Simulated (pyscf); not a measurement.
Structures and frequencies: ωB97X-D3(BJ)/def2-SVP in PySCF.

Problem. HO–Si(OH)(Cl)–Cl (SMILES O[Si](O)(Cl)Cl) + HCl (SMILES Cl) -> HO–Si(Cl)(Cl)–Cl (SMILES O[Si](Cl)(Cl)Cl) + H₂O (SMILES O)
Surface: singlet. Broken: O–Si, Cl–H. Formed: Cl–Si, H–O. Give ΔE‡ and ΔE from ωB97M-D3(BJ)/def2-TZVP, relative to the separated reactants.

Solution. ΔE‡ = 19.4 kcal/mol, ΔE = +4.7 kcal/mol. Zero-point energy shifts the barrier by +2.7 kcal/mol. It is a four-centre exchange, with an imaginary mode of 275i cm⁻¹. On the reactant side the descent ends in a complex, 6.0 kcal/mol under the separated species and 24.2 kcal/mol under the saddle at ωB97X-D3(BJ)/def2-TZVP. This is the saddle that the search found; another between the same sides may lie lower.
